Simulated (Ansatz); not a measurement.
## What each rung costs, and what it gives

Saddle point of C2H8Si, singlet (C₂H₄ (C=C) + SiH₄ → C₂H₈Si (CC[SiH3]); bonds formed: Si1–C6, H2–C7; bonds broken: Si1–H2), PBE0-D4/def2-TZVP structure:

```xyz
11
angstrom
Si -0.7583 0.8413 -0.4888
H 0.7056 0.5285 -1.0671
H -1.2440 -0.3480 -1.2555
H -1.8425 1.8139 -0.9187
H -0.0981 1.7184 0.5276
C -0.0814 -0.7229 0.8886
C 1.0253 -0.6031 0.0426
H -0.0452 -0.2789 1.8743
H -0.7526 -1.5623 0.7672
H 1.8993 -0.0505 0.3688
H 1.1920 -1.3363 -0.7389
```

Barriers are electronic and count from the start structure reached by relaxing down the imaginary mode.

Program: Ansatz 0.2.0. Basis: as named in each row. Cores are frozen in the correlated methods. B3LYP uses VWN-RPA correlation. Extrapolation: Hartree–Fock as exp(−7.88 √X), correlation as X^−2.97.

Times are rough, for one single point on 2 threads of a shared host (Arm Neoverse V1).

The estimate by CCSD(T) at an estimated basis limit (MP2 extrapolated from triple and quadruple zeta, plus CCSD(T) − MP2 in triple zeta) is 2.272 eV.

| method | basis | time (s) | barrier (eV) | method less estimate |
| --- | --- | --- | --- | --- |
| HF | STO-3G | under 1 | 4.372 | 2.100 |
| PBE-D4 | STO-3G | under 1 | 2.629 | 0.357 |
| SPW92 | def2-SVP | under 1 | 1.410 | -0.862 |
| B3LYP-D4 | 6-31G | under 1 | 2.603 | 0.331 |
| PBE-D4 | def2-SVP | 1 | 1.827 | -0.445 |
| PBE0-D4 | def2-SVP | 1 | 2.001 | -0.271 |
| SPW92 | def2-TZVPP | 1 | 1.364 | -0.908 |
| PBE-D4 | def2-TZVPP | 2 | 1.769 | -0.503 |
| BLYP-D4 | def2-TZVPP | 2 | 2.150 | -0.122 |
| CCSD(T) | def2-SVP | 3 | 2.536 | 0.264 |
| B3LYP-D4 | def2-TZVPP | 3 | 2.259 | -0.013 |
| PBE0-D4 | def2-TZVPP | 3 | 1.937 | -0.335 |
| BHLYP-D4 | def2-TZVPP | 3 | 2.482 | 0.210 |
| CAM-B3LYP-D4 | def2-TZVPP | 3 | 2.340 | 0.068 |
| r2SCAN0-D4 | def2-TZVPP | 5 | 2.038 | -0.234 |
| wB97M-V | def2-SVP | 5 | 2.223 | -0.049 |
| r2SCAN-D4 | def2-TZVPP | 5 | 1.931 | -0.341 |
| RPA on PBE | def2-TZVPP | 6 | 2.316 | 0.044 |
| B2PLYP | def2-TZVPP | 6 | 2.314 | 0.042 |
| PBE-QIDH | def2-TZVPP | 6 | 2.092 | -0.180 |
| wB97X-V | def2-TZVPP | 10 | 2.243 | -0.030 |
| wB97M-V | def2-TZVPP | 10 | 2.177 | -0.095 |
| B97M-V | def2-TZVPP | 12 | 2.035 | -0.237 |
| MP2 | def2-QZVPP | 35 | 2.189 | -0.083 |
| CCSD(T) | def2-TZVPP | 74 | 2.301 | 0.029 |

All methods are single points on the PBE0-D4 structures.

T1 diagnostic: at most 0.017.
